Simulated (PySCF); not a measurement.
Compound: C2H2F2S.
Geometry (PBE0-D3(BJ)/def2-SVP, Å), atoms numbered from 1 in this order:
```
atom  x, y, z in Å
F1     1.272   -1.131   -0.445
C2     0.352   -0.552    0.340
S3    -1.390   -0.830   -0.034
C4    -0.340    0.624   -0.222
F5     0.023    0.991   -1.459
H6     0.641   -0.586    1.398
H7    -0.582    1.491    0.404
```

Level of theory: TDDFT PBE0/def2-SVPD, vertical, gas phase, core orbitals frozen in the response (PySCF).

Ground-to-excited transition dipoles (e·a0, same axes as the geometry; the sign carries no meaning), for the states with f of 0.002 or more among the lowest 8:

```
state  E (hartree)      μx      μy      μz
   S2       0.2538   0.411   0.130  -0.235
   S3       0.2599   0.025  -0.088  -0.214
   S4       0.2713  -0.202   0.339  -0.162
   S5       0.2771  -0.433  -0.177   0.163
   S6       0.2926   0.238   0.170   0.065
   S7       0.3016   0.099  -0.169   0.082
   S8       0.3041   0.112  -0.022  -0.180
```

(1) What oscillator strength does each state have?

(2) The point group is Cs. Which irreducible representation does each state belong to?

(3) Which bond between heavy atoms lies closest to the direction of the S5 transition dipole?

(4) What angle do the transition dipoles of S5 and S6 make?

(5) How is the summed strength of these states shared among x, y and z?

Answers

(1) f = (2/3) ΔE |μ|² with ΔE in hartree (27.2114 eV).

| state | \|μ\|² (au) | \|μ\| (D) | f |
| --- | --- | --- | --- |
| S2 | 0.241 | 1.25 | 0.041 |
| S3 | 0.054 | 0.59 | 0.009 |
| S4 | 0.181 | 1.08 | 0.033 |
| S5 | 0.246 | 1.26 | 0.045 |
| S6 | 0.090 | 0.76 | 0.017 |
| S7 | 0.045 | 0.54 | 0.009 |
| S8 | 0.045 | 0.54 | 0.009 |

(2) From a totally symmetric ground state, an allowed state transforms like the component of the dipole operator along its μ. Polarised normal to the mirror plane, so A″: S4 and S7. Polarised in the mirror plane, so A′: S2, S3, S5, S6 and S8.

(3) S3–C4 and C2–S3, at 34° from it; next C4–F5 and F1–C2 at 50°.

(4) |cos θ| = |μa·μb| / (|μa| |μb|) = 0.83, so θ ≈ 34° (taken between 0 and 90°, since the signs are arbitrary).

(5) (2/3) Σ ΔE μα² gives 0.086 for x, 0.042 for y and 0.036 for z, 0.164 in all.

All these states lie below the vertical ionisation energy of 10.18 eV (ΔSCF).

The run took 15 s on Arm Neoverse V1, one thread, shared host.
